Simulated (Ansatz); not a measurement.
bcc Na was calculated with r²SCAN in Ansatz (plane waves, PAW).

Run with plane-wave cutoff 600 eV, 16×16×16 k mesh, Fermi–Dirac smearing 0.1 eV, finite displacements, scalar-relativistic PAW data made under PBE.

Computed at the level's own relaxed cell.

```cif
data_Na
_chemical_formula_sum 'Na1'
_space_group_name_H-M_alt 'P 1'
_space_group_IT_number 1
_cell_length_a 3.65635
_cell_length_b 3.65635
_cell_length_c 3.65635
_cell_angle_alpha 109.471
_cell_angle_beta 109.471
_cell_angle_gamma 109.471
loop_
_space_group_symop_operation_xyz
  'x, y, z'
loop_
_atom_site_label
_atom_site_type_symbol
_atom_site_fract_x
_atom_site_fract_y
_atom_site_fract_z
_atom_site_occupancy
Na1 Na 0.00000 0.00000 0.00000 1
```

Harmonic phonon frequencies (cm⁻¹; i marks an imaginary mode):

```json
[
 {"q point": "H", "frequencies": "130 130 130"},
 {"q point": "N", "frequencies": "31 89 135"}
]
```

No imaginary mode appears at these points.

Ansatz is a quantum-chemistry and plane-wave program.
